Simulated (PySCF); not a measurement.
Unknown: peak-picked proton spectrum

Formula C$_{4}$H$_{6}$O. The spectrum was simulated from the full spin Hamiltonian at 400 MHz with 1.2 Hz Lorentzian lines, from shifts rounded to 0.01 ppm and J to 0.1 Hz, couplings under 1 Hz left out. Exchangeable protons (1H) are left uncoupled and out of the list.

Maxima in ppm (height), grouped by integral:
2H: 3.992 (49), 3.970 (100), 3.949 (52)
2H: 2.577 (26), 2.566 (28), 2.555 (51), 2.545 (52), 2.534 (26), 2.523 (25)
1H: 1.461 (27), 1.450 (51), 1.440 (26)

- couplings computed with B3LYP/pcJ-1 (without the spin–dipole term)
- PBE0-D3(BJ)/def2-SVP structure
- shieldings: GIAO PBE/pcSseg-2
- program: PySCF 2.14.0 with density-fitted response routines
- no solvent, averaged over atoms made equivalent by symmetry, fast rotation or ring inversion, non-relativistic Hamiltonian, a single conformation

References, each an isolated molecule treated in the same way: 1H (31.18 ppm) vs TMS.

Task: Analyse the multiplets.

Result: 1H NMR (400 MHz, computed): δ 3.97 (t, J = 8.6 Hz, 2H), 2.55 (td, J = 8.6, 4.2 Hz, 2H), 1.45 (t, J = 4.2 Hz, 1H), 0.16 (br s, 1H). These are first-order names from the parameters used; overlap and second-order distortion can hide them in the list.

Task: What is the compound?

Result: `InChI=1S/C4H6O/c1-2-3-4-5/h1,5H,3-4H2`.

Atom-mapped SMILES (the numbers label the heavy atoms): `[CH:1]#[C:2][CH2:3][CH2:4][OH:5]`. Each H is labelled by its parent atom.

- δ 3.97: H(C4), hydrogen on an sp3 CH2 bonded to O, coupled to H(C3) (8.6 Hz).
- δ 2.55: H(C3), hydrogen on a propargylic sp3 CH2, coupled to H(C4) (8.6 Hz), H(C1) (4.2 Hz).
- δ 1.45: H(C1), hydrogen on a terminal alkyne carbon, coupled to H(C3) (4.2 Hz).
- δ 0.16: H(O5), hydrogen on an alcohol oxygen.

This is the structure that produced the data.

The OH or NH signal is concentration- and solvent-dependent in practice; the value given is the gas-phase one. Splittings below 1 Hz are ignored in the labels, and close J values are merged. Unscaled 3J(H,H) at this level run about 10 % above measured values. Couplings to exchangeable protons are dropped. Vicinal H,H couplings across rotating CH2–CH2 and CH–CH2 bonds are estimated from the computed gauche and anti values for equal rotamer populations, (2 J gauche + J anti)/3.
